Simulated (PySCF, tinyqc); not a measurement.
Worked calculation: MP2 on RHF in the sto-3g basis, frozen core, for LiH, spin multiplicity 1. The lowest restricted solution is unstable here: a spin-polarised one lies 0.0160 hartree lower (PySCF). One step of it, computed by the program tinyqc.

Question. Iteration 1: building the Fock matrix. J_ij = sum D_kl (ij|kl), K_ij = sum D_kl (ik|jl); F = H + J - 0.5 K; E = tr D H + tr D J / 2 - 0.25 tr D K + E_nn.

D at the start:
```
            1Li 1s     1Li 2s   1Li 2px   1Li 2py    1Li 2pz      2H 1s
1Li 1s    2.075302  -0.223570  0.000000  0.000000   0.005202  -0.022855
1Li 2s   -0.223570   1.015115  0.000000  0.000000  -0.007580   0.093798
1Li 2px   0.000000   0.000000  0.000000  0.000000   0.000000   0.000000
1Li 2py   0.000000   0.000000  0.000000  0.000000   0.000000   0.000000
1Li 2pz   0.005202  -0.007580  0.000000  0.000000   0.002775   0.049579
2H 1s    -0.022855   0.093798  0.000000  0.000000   0.049579   0.940806
```

core Hamiltonian H = T + V (hartree):
```
            1Li 1s     1Li 2s    1Li 2px    1Li 2py    1Li 2pz      2H 1s
1Li 1s   -4.629943  -1.038559   0.000000   0.000000  -0.007378  -0.051412
1Li 2s   -1.038559  -1.322575   0.000000   0.000000  -0.079457  -0.326253
1Li 2px   0.000000   0.000000  -1.075945   0.000000   0.000000   0.000000
1Li 2py   0.000000   0.000000   0.000000  -1.075945   0.000000   0.000000
1Li 2pz  -0.007378  -0.079457   0.000000   0.000000  -1.134161  -0.462199
2H 1s    -0.051412  -0.326253   0.000000   0.000000  -0.462199  -1.138095
```

Two-electron integrals (ij|kl) in chemists' order, unique and non-zero (hartree):
```
(11|11) 1.680395   (21|11) 0.265420   (21|21) 0.049941   (22|11) 0.397727
(22|21) 0.092860   (22|22) 0.290562   (31|31) 0.008981   (32|31) 0.013788
(32|32) 0.064184   (33|11) 0.396640   (33|21) 0.092880   (33|22) 0.290497
(33|33) 0.312946   (41|41) 0.008981   (42|41) 0.013788   (42|42) 0.064184
(43|43) 0.016869   (44|11) 0.396640   (44|21) 0.092880   (44|22) 0.290497
(44|33) 0.279207   (44|44) 0.312946   (51|51) 0.008981   (52|51) 0.013788
(52|52) 0.064184   (53|53) 0.016869   (54|54) 0.016869   (55|11) 0.396640
(55|21) 0.092880   (55|22) 0.290497   (55|33) 0.279207   (55|44) 0.279207
(55|55) 0.312946   (61|11) 0.011920   (61|21) 0.002282   (61|22) 0.004413
(61|33) 0.004354   (61|44) 0.004354   (61|51) 0.000320   (61|52) 0.000628
(61|55) 0.004534   (61|61) 0.000118   (62|11) 0.062651   (62|21) 0.014970
(62|22) 0.054536   (62|33) 0.051283   (62|44) 0.051283   (62|51) 0.002237
(62|52) 0.017336   (62|55) 0.060992   (62|61) 0.000849   (62|62) 0.022153
(63|31) 0.000764   (63|32) 0.004456   (63|53) 0.002170   (63|63) 0.001024
(64|41) 0.000764   (64|42) 0.004456   (64|54) 0.002170   (64|64) 0.001024
(65|11) 0.088772   (65|21) 0.021308   (65|22) 0.079279   (65|33) 0.073885
(65|44) 0.073885   (65|51) 0.003435   (65|52) 0.026870   (65|55) 0.089994
(65|61) 0.001229   (65|62) 0.034192   (65|65) 0.052991   (66|11) 0.223827
(66|21) 0.053961   (66|22) 0.215281   (66|33) 0.198136   (66|44) 0.198136
(66|51) 0.007354   (66|52) 0.075193   (66|55) 0.249385   (66|61) 0.003054
(66|62) 0.117493   (66|65) 0.185262   (66|66) 0.774606
```

nuclear repulsion = 0.67154468 hartree

Give: Coulomb J; exchange K; Fock matrix F; total energy of this density.

Answer.

Coulomb J (hartree):
```
         1Li 1s  1Li 2s  1Li 2px  1Li 2py  1Li 2pz   2H 1s
1Li 1s   4.0041  0.6786   0.0000   0.0000   0.0075  0.0314
1Li 2s   0.6786  1.3001   0.0000   0.0000   0.0758  0.2967
1Li 2px  0.0000  0.0000   1.2804   0.0000   0.0000  0.0000
1Li 2py  0.0000  0.0000   0.0000   1.2804   0.0000  0.0000
1Li 2pz  0.0075  0.0758   0.0000   0.0000   1.3322  0.4410
2H 1s    0.0314  0.2967   0.0000   0.0000   0.4410  1.4276
```

exchange K (hartree):
```
         1Li 1s  1Li 2s  1Li 2px  1Li 2py  1Li 2pz   2H 1s
1Li 1s   3.4194  0.5463   0.0000   0.0000   0.0029  0.0290
1Li 2s   0.5463  0.3894   0.0000   0.0000   0.0429  0.1922
1Li 2px  0.0000  0.0000   0.0797   0.0000   0.0000  0.0000
1Li 2py  0.0000  0.0000   0.0000   0.0797   0.0000  0.0000
1Li 2pz  0.0029  0.0429   0.0000   0.0000   0.1422  0.2166
2H 1s    0.0290  0.1922   0.0000   0.0000   0.2166  0.7910
```

Fock matrix F (hartree):
```
          1Li 1s   1Li 2s  1Li 2px  1Li 2py  1Li 2pz    2H 1s
1Li 1s   -2.3356  -0.6331   0.0000   0.0000  -0.0013  -0.0346
1Li 2s   -0.6331  -0.2172   0.0000   0.0000  -0.0251  -0.1257
1Li 2px   0.0000   0.0000   0.1647   0.0000   0.0000   0.0000
1Li 2py   0.0000   0.0000   0.0000   0.1647   0.0000   0.0000
1Li 2pz  -0.0013  -0.0251   0.0000   0.0000   0.1269  -0.1295
2H 1s    -0.0346  -0.1257   0.0000   0.0000  -0.1295  -0.1060
```

total energy of this density = -7.619657 hartree

This density is the starting one; it is not idempotent, so its energy is not variational and may lie below the converged one.
